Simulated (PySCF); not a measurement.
BH + F₂ → BF + HF

Level: B3LYP in the def2-SVP basis family, all electrons, no relativity, computed in PySCF with density fitting; open shells unrestricted.

```
species        state and structure      E (Eh)  ZPE (kJ/mol)  H(298 K) − H(0) (kJ/mol)  S° (J/(mol K))
     BH  singlet, C∞v, B–H 1.248 Å   -25.26830          14.1                       8.7           172.1
     F₂  singlet, D∞h, F–F 1.395 Å  -199.34405           6.2                       8.8           202.2
     BF  singlet, C∞v, B–F 1.264 Å  -124.56596           8.5                       8.7           200.6
     HF  singlet, C∞v, H–F 0.925 Å  -100.35323          24.4                       8.7           173.7
```

Task: What is the electronic reaction energy?

Result: At B3LYP/def2-SVP, ΔE = -805.6 kJ/mol from the differences of the total energies times 2625.5, downhill. 

Task: Add zero-point, thermal and entropy terms for 298.15 K and 1 bar.

Result: ΔZPE = 12.6 and Δ[H(298) − H(0)] = -0.1 kJ/mol give ΔH° = -793.1 kJ/mol. ΔS° = 0.0 J/(mol K), so ΔG° = -793.1 − 298.15 × (0.0000) = -793 kJ/mol.

Only the bonding shown was studied: isomers, or loss of a ligand pair, can lie lower.
